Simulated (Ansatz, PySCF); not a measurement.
This Ansatz (a program for electronic structure) input computes a CCSD(T)/cc-pVDZ energy:

Ansatz 0.2 input:
```yaml
crystal:
  periodic: [false, false, false]
  atoms:
    - {symbol: C, position_ang: [0.00475777, 1.17087239, -0.20055261]}
    - {symbol: O, position_ang: [0.00676578, 0.00281714, 0.58815258]}
    - {symbol: C, position_ang: [-0.00924088, -1.17273907, -0.18916610]}
    - {symbol: H, position_ang: [0.01767393, 2.02306383, 0.47733101]}
    - {symbol: H, position_ang: [0.88820494, 1.21755678, -0.85148048]}
    - {symbol: H, position_ang: [-0.89276548, 1.22829401, -0.83104462]}
    - {symbol: H, position_ang: [-0.00646616, -2.01839712, 0.49696657]}
    - {symbol: H, position_ang: [-0.90742261, -1.22555867, -0.81912250]}
    - {symbol: H, position_ang: [0.87354780, -1.23629589, -0.83955836]}
basis:
  gaussian:
    orbitals: cc-pVDZ
magnetization: {spin_polarized: false}
correlation: {method: ccsd_t, electrons: outside_noble_gas}
```

Task: Write an input for the same energy in PySCF and say what it gives.

Result: 
```python
from pyscf import gto, scf, mp, cc as ccmod

mol = gto.M(
    atom='''
    C     0.00475777    1.17087239   -0.20055261
    O     0.00676578    0.00281714    0.58815258
    C    -0.00924088   -1.17273907   -0.18916610
    H     0.01767393    2.02306383    0.47733101
    H     0.88820494    1.21755678   -0.85148048
    H    -0.89276548    1.22829401   -0.83104462
    H    -0.00646616   -2.01839712    0.49696657
    H    -0.90742261   -1.22555867   -0.81912250
    H     0.87354780   -1.23629589   -0.83955836
    ''',
    basis='cc-pvdz',
    charge=0,
    spin=0,
    verbose=4,
)

mf = scf.RHF(mol)
mf.conv_tol = 1e-10
mf.max_cycle = 100
mf.kernel()
mp2 = mp.MP2(mf, frozen=3).run()
cc = ccmod.CCSD(mf, frozen=3)
cc.max_cycle = 100
cc.kernel()
et = cc.ccsd_t()
print(f'E(CCSD(T)) = {cc.e_tot + et:.9f}')
```
It gives -154.60621 Eh, and Ansatz -154.60621 Eh, a difference of 0.00 mEh.
